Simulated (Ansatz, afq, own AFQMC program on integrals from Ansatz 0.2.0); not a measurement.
**AlSi⁺, singlet: AFQMC among the cluster methods**

```
atom   x (Å)   y (Å)   z (Å)
  Si  0.0000  0.0000  0.0000
  Al  0.0000  0.0000  3.0790
```

Basis cc-pVDZ. Only valence electrons are correlated. Ansatz 0.2.0 and our own AFQMC program on the same integrals; the CISD trial comes from CCSD amplitudes, and released means the phaseless constraint is let go. Uncertainties: one standard error, sampling alone.

Determinant: RHF, the one that the program's search chose, which needn't be the lowest solution. The geometry is a PBE0/def2-TZVP stationary point of this or a neighbouring charge and spin state.

Full CI on the same integrals is exact in this basis and with this determinant's frozen core.

Cautions: higher spins were not checked; restricted determinant unstable towards unrestricted (UHF 835 meV lower, ⟨S²⟩ 1.09); CCSDTQ on the UHF determinant differs (513 meV lower), perhaps since the unrestricted series falls towards higher spin.

The T1 diagnostic is 0.0151. The weight of the determinant in the CISD state is 0.839 and the size of the correlated space is 6 electrons in 26 orbitals.

```
  level  correlation energy (eV)
    MP2                  -2.3724
   CCSD                  -3.4141
CCSD(T)                  -3.5019
```

Problem. Estimate where phaseless AFQMC with the Hartree–Fock trial lies against CCSD(T) on the same integrals.

Solution. 12.8 ± 3.3 kJ/mol below CCSD(T).

Reference: full CI, correlation energy -3.548 eV. The released energy is read at 2.40 1/Eh (meV from the phaseless value at times in 1/Eh: 1 ± 9 at 0.24, -4 ± 8 at 0.51, -16 ± 11 at 0.99, -27 ± 10 at 1.62, -26 ± 10 at 2.40).

```tsv
level	E − E(reference) (kJ/mol)	share of correlation (%)
CCSD(T)	4.4	98.71
CCSDT	1.7	99.52
CCSDT(Q)	0.6	99.83
CCSDTQ	0.1	99.98
ph-AFQMC/HF	-8.3 ± 3.3	102.43
ph-AFQMC/CISD	0.7 ± 0.7	99.79
released AFQMC	-1.8 ± 1.0	100.53
```

CCSDT and higher add their correlation energy to the determinant of the CCSD(T) run, since their own runs factorise the integrals more tightly (a shift of under 2 meV). A walk keeps the symmetry of its determinant, which the program's search chose and which needn't be the lowest solution, so a lower state of the same spin and another symmetry isn't excluded. Released energies are given only where the last usable release times agree within the noise; a slower fall can still hide under it.
